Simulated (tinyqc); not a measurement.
Inside a calculation (part 1 of 2). Method: UHF in the sto-3g basis, for NH, spin multiplicity 3. Computed by tinyqc, a small Python program that keeps every step (integrals from PySCF). Settings: charge = 0, multiplicity = 3, basis = sto-3g, energy threshold = 1e-08, iteration cap = 61, orthogonalisation = symmetric, start = random, DIIS depth = 4, DIIS from iteration = 3, method = UHF. Command: `OMP_NUM_THREADS=1 python tinyqc.py 31774 31775 out.jsonl` (the two numbers bound the seeds that draw the settings). One thread of a shared host (Intel(R) Xeon(R) Processor @ 2.60GHz), about 0.09 s of CPU time with the checks. Later iterations appear only in the table of the cycle.

## One-electron integrals

Geometry (angstrom):

| atom | x | y | z |
|---|---|---|---|
| N | 0.000000 | 0.000000 | 0.000000 |
| H | 0.000000 | 0.000000 | 0.999000 |

Basis sto-3g: exponents (1/bohr^2) and contraction coefficients of normalised primitives:

| element | l (shell) | exponent | coefficient |
|---|---|---|---|
| N | s (1) | 99.106169 | 0.154329 |
| N | s (1) | 18.052312 | 0.535328 |
| N | s (1) | 4.885660 | 0.444635 |
| N | s (2) | 3.780456 | -0.099967 |
| N | s (2) | 0.878497 | 0.399513 |
| N | s (2) | 0.285714 | 0.700115 |
| N | p (3) | 3.780456 | 0.155916 |
| N | p (3) | 0.878497 | 0.607684 |
| N | p (3) | 0.285714 | 0.391957 |
| H | s (1) | 3.425251 | 0.154329 |
| H | s (1) | 0.623914 | 0.535328 |
| H | s (1) | 0.168855 | 0.444635 |

Overlap, kinetic and nuclear-attraction integrals over the contracted functions; the nuclear repulsion is the sum of Za Zb / Rab.

nuclear repulsion = 3.70794842 hartree

overlap S, lower triangle:
```
           1N 1s     1N 2s    1N 2px    1N 2py    1N 2pz     2H 1s
1N 1s   1.000000
1N 2s   0.235038  1.000000
1N 2px  0.000000  0.000000  1.000000
1N 2py  0.000000  0.000000  0.000000  1.000000
1N 2pz  0.000000  0.000000  0.000000  0.000000  1.000000
2H 1s   0.060236  0.503023  0.000000  0.000000  0.444130  1.000000
```

kinetic energy T (hartree), lower triangle:
```
            1N 1s     1N 2s    1N 2px    1N 2py    1N 2pz     2H 1s
1N 1s   21.990753
1N 2s   -0.128416  0.606994
1N 2px   0.000000  0.000000  1.899358
1N 2py   0.000000  0.000000  0.000000  1.899358
1N 2pz   0.000000  0.000000  0.000000  0.000000  1.899358
2H 1s   -0.005396  0.128284  0.000000  0.000000  0.293325  0.760032
```

nuclear attraction V (hartree), lower triangle:
```
             1N 1s      1N 2s     1N 2px     1N 2py     1N 2pz      2H 1s
1N 1s   -46.715670
1N 2s    -5.557448  -7.381792
1N 2px    0.000000   0.000000  -7.282025
1N 2py    0.000000   0.000000   0.000000  -7.282025
1N 2pz   -0.016256  -0.185367   0.000000   0.000000  -7.415951
2H 1s    -1.464513  -3.110585   0.000000   0.000000  -2.552165  -4.820161
```

core Hamiltonian H = T + V (hartree), lower triangle:
```
             1N 1s      1N 2s     1N 2px     1N 2py     1N 2pz      2H 1s
1N 1s   -24.724917
1N 2s    -5.685864  -6.774799
1N 2px    0.000000   0.000000  -5.382667
1N 2py    0.000000   0.000000   0.000000  -5.382667
1N 2pz   -0.016256  -0.185367   0.000000   0.000000  -5.516593
2H 1s    -1.469909  -2.982301   0.000000   0.000000  -2.258840  -4.060129
```

## Two-electron integrals

Functions are numbered as in S; the eight-fold symmetry (ij|kl) = (ji|kl) = (kl|ij) leaves the list below.

Two-electron integrals (ij|kl) in chemists' order, unique and non-zero (hartree):
```
(11|11) 4.166630   (21|11) 0.640849   (21|21) 0.117461   (22|11) 0.969864
(22|21) 0.220936   (22|22) 0.708245   (31|31) 0.020960   (32|31) 0.032452
(32|32) 0.156449   (33|11) 0.967124   (33|21) 0.220977   (33|22) 0.708086
(33|33) 0.762805   (41|41) 0.020960   (42|41) 0.032452   (42|42) 0.156449
(43|43) 0.041119   (44|11) 0.967124   (44|21) 0.220977   (44|22) 0.708086
(44|33) 0.680568   (44|44) 0.762805   (51|51) 0.020960   (52|51) 0.032452
(52|52) 0.156449   (53|53) 0.041119   (54|54) 0.041119   (55|11) 0.967124
(55|21) 0.220977   (55|22) 0.708086   (55|33) 0.680568   (55|44) 0.680568
(55|55) 0.762805   (61|11) 0.166672   (61|21) 0.030292   (61|22) 0.056604
(61|33) 0.056463   (61|44) 0.056463   (61|51) 0.001593   (61|52) 0.002975
(61|55) 0.056893   (61|61) 0.007944   (62|11) 0.382206   (62|21) 0.088040
(62|22) 0.308855   (62|33) 0.302752   (62|44) 0.302752   (62|51) 0.007353
(62|52) 0.054403   (62|55) 0.320778   (62|61) 0.023302   (62|62) 0.167506
(63|31) 0.009245   (63|32) 0.052482   (63|53) 0.011156   (63|63) 0.022953
(64|41) 0.009245   (64|42) 0.052482   (64|54) 0.011156   (64|64) 0.022953
(65|11) 0.291667   (65|21) 0.068068   (65|22) 0.254240   (65|33) 0.241946
(65|44) 0.241946   (65|51) 0.014243   (65|52) 0.094771   (65|55) 0.278559
(65|61) 0.018867   (65|62) 0.165698   (65|65) 0.184392   (66|11) 0.512550
(66|21) 0.119966   (66|22) 0.478390   (66|33) 0.455719   (66|44) 0.455719
(66|51) 0.013401   (66|52) 0.132482   (66|55) 0.523172   (66|61) 0.032159
(66|62) 0.319430   (66|65) 0.355006   (66|66) 0.774606
```

## Orthogonalisation

S = U s U^T; symmetric (Loewdin) form X = U s^(-1/2) U^T, so that X^T S X = 1.

eigenvalues of S: 0.318222  0.834072  1.000000  1.000000  1.135188  1.712518

X, lower triangle:
```
            1N 1s      1N 2s    1N 2px    1N 2py     1N 2pz     2H 1s
1N 1s    1.022949
1N 2s   -0.134753   1.173064
1N 2px   0.000000   0.000000  1.000000
1N 2py   0.000000   0.000000  0.000000  1.000000
1N 2pz  -0.011205   0.131199  0.000000  0.000000   1.113647
2H 1s    0.025774  -0.370507  0.000000  0.000000  -0.321893  1.260723
```

## Starting guess

The start is random orthonormal orbitals; D(s) = C_occ C_occ^T for each spin.

D(alpha) at the start, lower triangle:
```
            1N 1s      1N 2s     1N 2px     1N 2py     1N 2pz     2H 1s
1N 1s    0.769010
1N 2s    0.234930   0.557973
1N 2px   0.204225  -0.373405   0.859268
1N 2py  -0.062156   0.113646   0.042832   0.986964
1N 2pz  -0.004529   0.337798  -0.031278   0.009519   1.354212
2H 1s   -0.027112  -0.692369   0.096134  -0.029258  -0.791827  1.765309
```

D(beta) at the start, lower triangle:
```
            1N 1s      1N 2s     1N 2px     1N 2py     1N 2pz     2H 1s
1N 1s    0.644865
1N 2s    0.348375   0.453939
1N 2px  -0.067666  -0.131257   0.155407
1N 2py  -0.216154   0.256605  -0.256067   0.782347
1N 2pz   0.034778   0.310329   0.199987   0.006878   1.147309
2H 1s   -0.182435  -0.537765  -0.026405  -0.298987  -1.034160  1.133968
```

## Iteration 1: building the Fock matrix

J_ij = sum D_kl (ij|kl) with D = D(alpha) + D(beta), K_ij = sum D_kl (ik|jl) for each spin; F = H + J - K(s); E = tr D H + tr D J / 2 - 0.5 sum_s tr D(s) K(s) + E_nn.

Coulomb J (hartree), lower triangle:
```
            1N 1s      1N 2s     1N 2px     1N 2py    1N 2pz     2H 1s
1N 1s   12.142555
1N 2s    2.304589   5.763205
1N 2px  -0.025740  -0.141726   5.691457
1N 2py   0.006294   0.063334  -0.017536   5.753516
1N 2pz   0.011413   0.107669   0.015430  -0.005975  5.831057
2H 1s    0.595413   2.571005  -0.043481   0.019014  2.183460  4.248669
```

exchange K(alpha) (hartree), lower triangle:
```
            1N 1s      1N 2s     1N 2px     1N 2py    1N 2pz     2H 1s
1N 1s    3.598428
1N 2s    0.897026   0.867114
1N 2px   0.113477  -0.236915   0.820056
1N 2py  -0.034537   0.072106   0.030911   0.912213
1N 2pz   0.000973   0.038616   0.001759  -0.000535  0.979937
2H 1s    0.252625   0.435484  -0.081127   0.024691  0.430983  0.875519
```

exchange K(beta) (hartree), lower triangle:
```
            1N 1s      1N 2s     1N 2px     1N 2py     1N 2pz     2H 1s
1N 1s    3.142768
1N 2s    0.822716   0.590509
1N 2px  -0.101859  -0.140005   0.248170
1N 2py  -0.168193   0.060854  -0.184800   0.700624
1N 2pz  -0.030867  -0.144481   0.137645  -0.070710   0.546698
2H 1s    0.180861   0.146705  -0.013095  -0.064424  -0.004600  0.223450
```

F(alpha) (hartree), lower triangle:
```
             1N 1s      1N 2s     1N 2px     1N 2py     1N 2pz      2H 1s
1N 1s   -16.180790
1N 2s    -4.278301  -1.878708
1N 2px   -0.139217   0.095189  -0.511266
1N 2py    0.040831  -0.008772  -0.048447  -0.541364
1N 2pz   -0.005815  -0.116314   0.013671  -0.005440  -0.665472
2H 1s    -1.127121  -0.846780   0.037646  -0.005677  -0.506363  -0.686978
```

F(beta) (hartree), lower triangle:
```
             1N 1s      1N 2s     1N 2px     1N 2py     1N 2pz      2H 1s
1N 1s   -15.725131
1N 2s    -4.203991  -1.602102
1N 2px    0.076119  -0.001721   0.060620
1N 2py    0.174488   0.002480   0.167264  -0.329775
1N 2pz    0.026025   0.066783  -0.122215   0.064735  -0.232233
2H 1s    -1.055357  -0.558002  -0.030386   0.083439  -0.070781  -0.034910
```

total energy of this density = -47.91669733 hartree

## Iteration 1: diagonalisation and new density

Diagonalise F' = X^T F X, C = X C', fill 5 alpha and 3 beta electrons from the bottom; D(s) = C_occ C_occ^T. Each column has its largest component positive (the first on a tie).

F' = X^T F X (alpha) (hartree), lower triangle:
```
            1          2          3          4          5          6
1  -15.840609
2   -2.314412  -0.995098
3   -0.154422   0.118269  -0.511266
4    0.042865  -0.014402  -0.048447  -0.541364
5   -0.021446   0.023722   0.017155  -0.005839  -0.525712
6   -0.203421  -0.382371   0.004204  -0.001103  -0.345350  -0.246631
```

orbital energies (alpha) (hartree): MO1 -16.198546, MO2 -0.948789, MO3 -0.640865, MO4 -0.561206, MO5 -0.432648, MO6 0.121374

coefficients C (alpha):
```
              MO1        MO2        MO3        MO4        MO5        MO6
1N 1s    0.991153  -0.196847   0.119619  -0.064425  -0.096884   0.128035
1N 2s    0.037882   0.669243  -0.522280   0.246626   0.301278  -0.821606
1N 2px   0.008579  -0.243744   0.440506   0.295858   0.806326  -0.093685
1N 2py  -0.002539   0.014238   0.168647   0.894376  -0.413515   0.021112
1N 2pz   0.005118   0.371542   0.672875  -0.235152  -0.262455  -0.803837
2H 1s   -0.010387   0.296037   0.219180  -0.017945   0.126982   1.295664
```

F' = X^T F X (beta) (hartree), lower triangle:
```
            1          2          3          4          5         6
1  -15.377422
2   -2.339631  -0.763686
3    0.078684  -0.017053   0.060620
4    0.179583  -0.043025   0.167264  -0.329775
5   -0.019835   0.125486  -0.127402   0.043603  -0.199696
6   -0.154046  -0.319810   0.003632   0.087934  -0.123259  0.296020
```

orbital energies (beta) (hartree): MO1 -15.747644, MO2 -0.545074, MO3 -0.421749, MO4 -0.201419, MO5 0.135795, MO6 0.466152

coefficients C (beta):
```
              MO1        MO2        MO3        MO4        MO5        MO6
1N 1s    0.990021  -0.235198   0.122597  -0.027913   0.000504   0.118761
1N 2s    0.043431   0.872615  -0.399903   0.153239   0.095469  -0.769977
1N 2px  -0.004635  -0.127750  -0.354234   0.101113   0.904781   0.171245
1N 2py  -0.011097   0.354480   0.737670   0.492762   0.255767   0.147763
1N 2pz   0.005252  -0.320721  -0.272772   0.892326  -0.136817  -0.607376
2H 1s   -0.015889   0.056157  -0.135885  -0.083153  -0.284377   1.311992
```

D(alpha) after iteration 1, lower triangle:
```
            1N 1s      1N 2s     1N 2px     1N 2py    1N 2pz     2H 1s
1N 1s    1.048979
1N 2s   -0.201745   0.873690
1N 2px   0.011995  -0.076972   0.991223
1N 2py  -0.002703   0.017345   0.001978   0.999554
1N 2pz   0.053002  -0.239650  -0.075307   0.016970  0.715009
2H 1s   -0.053497   0.117085   0.121384  -0.027353  0.228310  0.152232
```

D(beta) after iteration 1, lower triangle:
```
            1N 1s      1N 2s     1N 2px     1N 2py    1N 2pz     2H 1s
1N 1s    1.050489
1N 2s   -0.211267   0.923266
1N 2px  -0.017970   0.029982   0.141823
1N 2py  -0.003923   0.013846  -0.306541   0.669936
1N 2pz   0.047191  -0.170556   0.137573  -0.314963  0.177294
2H 1s   -0.045597   0.102654   0.041035  -0.080155  0.018971  0.021871
```

## Iteration 2: building the Fock matrix

As before.

Coulomb J (hartree), lower triangle:
```
            1N 1s      1N 2s     1N 2px     1N 2py    1N 2pz     2H 1s
1N 1s   13.902943
1N 2s    2.549142   6.076195
1N 2px  -0.000297   0.001957   6.048941
1N 2py  -0.000241  -0.001955  -0.025046   6.093057
1N 2pz  -0.010130  -0.028595   0.008745  -0.026905  6.066831
2H 1s    0.657097   2.582808   0.003802  -0.008433  2.086784  3.919071
```

exchange K(alpha) (hartree), lower triangle:
```
            1N 1s      1N 2s     1N 2px     1N 2py    1N 2pz     2H 1s
1N 1s    4.262669
1N 2s    0.734485   1.189420
1N 2px   0.000321  -0.020385   0.992080
1N 2py  -0.000072   0.004594   0.001427   0.998093
1N 2pz   0.003379  -0.041553  -0.023626   0.005324  0.948786
2H 1s    0.195787   0.559144   0.012488  -0.002814  0.421457  0.596779
```

exchange K(beta) (hartree), lower triangle:
```
            1N 1s      1N 2s     1N 2px     1N 2py    1N 2pz     2H 1s
1N 1s    4.226650
1N 2s    0.676312   0.899784
1N 2px  -0.007462   0.035943   0.306629
1N 2py  -0.005634  -0.017498  -0.221226   0.687760
1N 2pz  -0.000911  -0.095740   0.109670  -0.247592  0.354131
2H 1s    0.172520   0.368949   0.063932  -0.113425  0.090971  0.242794
```

F(alpha) (hartree), lower triangle:
```
             1N 1s      1N 2s     1N 2px     1N 2py     1N 2pz      2H 1s
1N 1s   -15.084643
1N 2s    -3.871207  -1.888024
1N 2px   -0.000618   0.022342  -0.325806
1N 2py   -0.000169  -0.006549  -0.026474  -0.287703
1N 2pz   -0.029765  -0.172410   0.032370  -0.032229  -0.398548
2H 1s    -1.008599  -0.958637  -0.008685  -0.005619  -0.593513  -0.737837
```

F(beta) (hartree), lower triangle:
```
             1N 1s      1N 2s     1N 2px    1N 2py     1N 2pz      2H 1s
1N 1s   -15.048625
1N 2s    -3.813034  -1.598387
1N 2px    0.007165  -0.033986   0.359645
1N 2py    0.005393   0.015543   0.196180  0.022630
1N 2pz   -0.025474  -0.118222  -0.100926  0.220687   0.196108
2H 1s    -0.985332  -0.768442  -0.060129  0.104992  -0.263027  -0.383853
```

total energy of this density = -53.92121628 hartree

## Iteration 2: diagonalisation and new density

As before.

F' = X^T F X (alpha) (hartree), lower triangle:
```
            1          2          3          4          5          6
1  -14.798519
2   -2.024523  -1.017983
3   -0.004230   0.033757  -0.325806
4    0.000926  -0.009806  -0.026474  -0.287703
5   -0.047398   0.066659   0.041783  -0.034940  -0.144168
6   -0.151198  -0.541081  -0.029663   0.005713  -0.558341  -0.138184
```

orbital energies (alpha) (hartree): MO1 -15.093371, MO2 -1.088763, MO3 -0.480570, MO4 -0.340540, MO5 -0.275257, MO6 0.566138

coefficients C (alpha):
```
              MO1        MO2        MO3        MO4        MO5        MO6
1N 1s    0.993424  -0.211879  -0.148283  -0.006060  -0.013272   0.106710
1N 2s    0.029031   0.726272   0.693897   0.013475   0.082760  -0.729307
1N 2px  -0.000021  -0.026621  -0.009191   0.906123  -0.416912  -0.065824
1N 2py   0.000034   0.016764  -0.096101   0.417452   0.902753   0.035416
1N 2pz   0.006160   0.230550  -0.632404  -0.069650  -0.002112  -0.950359
2H 1s   -0.009156   0.353010  -0.432261   0.040190  -0.119261   1.226210
```

F' = X^T F X (beta) (hartree), lower triangle:
```
            1          2          3         4          5         6
1  -14.771517
2   -2.000915  -0.756935
3    0.011490  -0.031796   0.359645
4    0.003655   0.007560   0.196180  0.022630
5   -0.046813   0.079392  -0.097580  0.213950   0.397714
6   -0.154747  -0.478489  -0.030542  0.055709  -0.401456  0.093184
```

orbital energies (beta) (hartree): MO1 -15.054898, MO2 -0.750084, MO3 -0.232087, MO4 0.137906, MO5 0.450490, MO6 0.793395

coefficients C (beta):
```
              MO1        MO2        MO3        MO4        MO5        MO6
1N 1s    0.994508  -0.225156  -0.094236   0.093628   0.007436   0.089043
1N 2s    0.024624   0.805902   0.450378  -0.552961  -0.027423  -0.623927
1N 2px  -0.000400   0.070327  -0.302940  -0.279841   0.904714   0.080396
1N 2py  -0.000396  -0.103431   0.690526   0.557087   0.424686  -0.147551
1N 2pz   0.005424   0.103729  -0.417880   0.241571   0.020651  -1.056867
2H 1s   -0.008474   0.304043  -0.292677   0.703824   0.000460   1.075842
```

D(alpha) after iteration 2, lower triangle:
```
            1N 1s      1N 2s     1N 2px     1N 2py    1N 2pz     2H 1s
1N 1s    1.053985
1N 2s   -0.229115   1.016838
1N 2px   0.007024  -0.048006   0.995667
1N 2py  -0.003779   0.025829   0.002331   0.998746
1N 2pz   0.051495  -0.272316  -0.062556   0.033658  0.457982
2H 1s   -0.018455  -0.053157   0.080714  -0.043428  0.352146  0.327388
```

D(beta) after iteration 2, lower triangle:
```
            1N 1s      1N 2s     1N 2px     1N 2py    1N 2pz     2H 1s
1N 1s    1.048622
1N 2s   -0.199406   0.852925
1N 2px   0.012315  -0.079770   0.096719
1N 2py  -0.042178   0.227632  -0.216462   0.487524
1N 2pz   0.021418  -0.104475   0.133885  -0.299288  0.185413
2H 1s   -0.049304   0.113005   0.110049  -0.233545  0.153796  0.178174
```

## Iteration 3: building the Fock matrix

As before.

Coulomb J (hartree), lower triangle:
```
            1N 1s      1N 2s     1N 2px     1N 2py    1N 2pz     2H 1s
1N 1s   13.718509
1N 2s    2.507842   5.984047
1N 2px  -0.003955  -0.018703   5.954507
1N 2py   0.009403   0.047253  -0.017609   5.986899
1N 2pz   0.000454   0.055819   0.010122  -0.028025  5.990832
2H 1s    0.647577   2.598865  -0.002706   0.007113  2.147408  4.067932
```

exchange K(alpha) (hartree), lower triangle:
```
            1N 1s      1N 2s     1N 2px     1N 2py    1N 2pz     2H 1s
1N 1s    4.263103
1N 2s    0.726527   1.183479
1N 2px   0.000078  -0.011050   0.995154
1N 2py  -0.000042   0.005946   0.001682   0.997376
1N 2pz   0.003908  -0.039593  -0.024717   0.013299  0.843616
2H 1s    0.194878   0.553129   0.006211  -0.003342  0.443903  0.678423
```

exchange K(beta) (hartree), lower triangle:
```
            1N 1s      1N 2s     1N 2px     1N 2py    1N 2pz     2H 1s
1N 1s    4.222276
1N 2s    0.670355   0.867255
1N 2px  -0.000817  -0.026750   0.262395
1N 2py   0.000667   0.103144  -0.156217   0.544434
1N 2pz   0.002558   0.039699   0.124477  -0.275103  0.446485
2H 1s    0.175278   0.452561   0.059036  -0.109451  0.266466  0.471926
```

F(alpha) (hartree), lower triangle:
```
             1N 1s      1N 2s     1N 2px     1N 2py     1N 2pz      2H 1s
1N 1s   -15.269511
1N 2s    -3.904549  -1.974230
1N 2px   -0.004033  -0.007652  -0.423314
1N 2py    0.009445   0.041307  -0.019292  -0.393144
1N 2pz   -0.019709  -0.089955   0.034839  -0.041323  -0.369377
2H 1s    -1.017210  -0.936564  -0.008916   0.010455  -0.555336  -0.670620
```

F(beta) (hartree), lower triangle:
```
             1N 1s      1N 2s     1N 2px    1N 2py     1N 2pz      2H 1s
1N 1s   -15.228684
1N 2s    -3.848377  -1.658006
1N 2px   -0.003138   0.008047   0.309444
1N 2py    0.008735  -0.055891   0.138608  0.059797
1N 2pz   -0.018360  -0.169247  -0.114355  0.247078   0.027755
2H 1s    -0.997609  -0.835996  -0.061742  0.116564  -0.377899  -0.464124
```

total energy of this density = -54.12773596 hartree
